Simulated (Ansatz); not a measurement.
Basis-set extrapolation for NS (`[N]=S`) radical (PBE0-D4/def2-TZVP geometry, frozen core, Ansatz). Multiplicity 2, UHF reference.

|  | cc-pV(T+d)Z | cc-pV(Q+d)Z |
| --- | --- | --- |
| HF | -451.958259 | -451.966506 |
| MP2 correlation | -0.309133 | -0.334489 |
| CCSD(T) correlation | -0.373429 | -0.398079 |

Energies in hartree. Use E(X) = E(∞) + A·exp(−5.46·√X) for Hartree–Fock and E(X) = E(∞) + B·X^(−3.05) for correlation, with X = 3 and 4.

Problem. What is the CCSD(T) energy at the basis-set limit?

Solution. HF limit: -451.966506 + (-0.008247) × 0.30130 = -451.96899. Correlation limit: -0.398079 + (-0.024650) × 0.71189 = -0.41563. Total: -452.38462 hartree, 139.0 kJ/mol below CCSD(T)/cc-pV(T+d)Z.

The UHF reference is spin-contaminated (⟨S²⟩ = 1.16, T1 = 0.076).
